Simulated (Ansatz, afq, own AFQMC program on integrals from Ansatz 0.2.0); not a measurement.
Integrals from Ansatz 0.2.0, then the random walk in our own AFQMC program (afq).

```yaml
crystal:
  periodic: [false, false, false]
  atoms:
    - {symbol: Si, position_ang: [0.000000, 0.000000, 0.000000]}
    - {symbol: B, position_ang: [0.000000, 0.000000, 2.290000]}
basis:
  gaussian: {orbitals: 6-31G}
magnetization: {spin_polarized: false, initial_magnetization: 1}
correlation: {method: ccsd_t, electrons: outside_noble_gas, hamiltonian_folder: ham}
```

```sh
$ ansatz run in.yaml --threads 1 --pin off --events-out ev --progress --plain --max-ram 24576MiB --backend cuda --devices 0, --max-vram 18GiB
```

Options of the walk:

```
--method phaseless --trial cisd --walkers 80 --populations 1 --least-time 40 --time-step 0.01 --steps-per-block 5 --equilibration-blocks 60 --max-blocks 800 --target-error 0.00064 --factor-cut 1e-05 --start determinant --seed 3572 --taylor-order 6
```

Times are imaginary, in 1/Eh. The walk had a cap of 60 s.

afq prints:

```
orbitals 16  electrons 4 3  factors 89 of 266
reference energy -313.34311078 Eh
CCSD correlation -0.11440577 Eh in 20 cycles, weight of the determinant in the CISD state 0.7998
energy of the start -313.457518 Eh
 block  time / (1/Eh)  mean weight  energy / Eh
     1     0.050  0.9992  -313.457232
     2     0.100  1.0003  -313.457000
     3     0.150  0.9987  -313.456931
     4     0.200  0.9992  -313.456789
     5     0.250  0.9988  -313.456781
     8     0.400  1.0012  -313.456858
    22     1.100  0.9993  -313.457834
    85     4.250  1.0000  -313.463540
   148     7.400  1.0001  -313.463592
   211    10.550  1.0012  -313.461060
   274    13.700  0.9995  -313.466592
   337    16.850  0.9984  -313.462979
   400    20.000  1.0000  -313.465313
   463    23.150  1.0000  -313.463346
   526    26.300  1.0011  -313.464816
   568    28.400  1.0014  -313.477348
   589    29.450  1.0014  -313.462185
   652    32.600  1.0013  -313.461805
   715    35.750  1.0005  -313.463354
   778    38.900  0.9998  -313.459274
   841    42.050  1.0001  -313.455169
blocks merged  error / Eh  count
     1  0.000195  800
     2  0.000267  400
     4  0.000366  200
     8  0.000500  100
    16  0.000619  50
    32  0.000780  25
    64  0.000914  12
energy -313.464115 +/- 0.000780 Eh
(rows thinned)
```

The run failed at least one of its tests; the cautions name the faults.

Against this walk (error 21.2 meV) on the same determinant: CCSD(T) 18.6 meV higher (within the noise), CCSDT(Q) 83.4 meV lower, CCSDTQ 110.8 meV lower, full CI (a separate run on its own orbitals, whose frozen core shifts it by up to a few meV) 117.4 meV lower, a separate phaseless walk with a CISD trial and standard settings 14.3 ± 21.7 meV higher (within the noise). The error is statistical and leaves out the bias of the constraint. Full CI is exact here, so the walk's 117 meV above it is the walk's own error: the bias of the constraint with this trial, or a walk that hasn't relaxed. The determinant is a poor start (see the cautions), so the low cluster orders aren't to be relied on, and full CI is the sure value.

Cautions: constraint bias not in the error; error not settled; error above the target (21.2 against 17.4 meV); a spin-contaminated unrestricted determinant lies lower (UHF 1.14 eV lower, ⟨S²⟩ 1.80); the search met a lower determinant of the same kind, perhaps of another symmetry (307 meV lower); strong correlation (T1 0.073, weight of the determinant 0.80, largest double 0.21); the CCSDTQ amplitudes may be one of several solutions (largest double 0.94); the determinant fills πx and πy unequally, so it mixes two states of the linear molecule, and each level undoes that mixture to a different degree, while full CI gives the lower state; CCSDTQ on the UHF determinant differs (28 meV higher), by its state or its frozen core; full CI with its own frozen core; a state of higher spin lies lower (by 844 meV); the bias of populations of 80 walkers isn't removed; the time-step error isn't removed.

The walk took 24 s on 1 × NVIDIA H100 80GB HBM3 with 2 threads of AMD EPYC 7R13 Processor (Zen 3), with other jobs on the host (the card was shared). The log's last line is the phaseless energy.

CCSDT and higher add their correlation energy to the determinant of the CCSD(T) run, since their own runs factorise the integrals more tightly (a shift of under 2 meV).
